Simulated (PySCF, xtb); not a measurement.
ethanethiol (C₂H₆S), SMILES CCS. One conformer was computed; it need not be the lowest.

Harmonic wavenumbers (cm⁻¹) from GFN2-xTB (xtb 6.7.1) at its own minimum, in rising order: 200, 237, 312, 679, 751, 850, 1017, 1056, 1092, 1227, 1261, 1408, 1452, 1488, 1494, 2434, 2981, 3007, 3026, 3029, 3044.

### Question
What does B3LYP-D3(BJ)/def2-TZVP (PySCF) give at its own minimum? (Estimate from the structure and the level; the computed values follow.)

### Answer
208, 258, 331, 651, 740, 879, 985, 1067, 1124, 1283, 1309, 1415, 1480, 1491, 1499, 2664, 3028, 3055, 3084, 3092, 3115. Paired by order, the mean absolute difference is 41 cm⁻¹ and the zero-point energies are 45.8 and 46.8 kcal/mol.
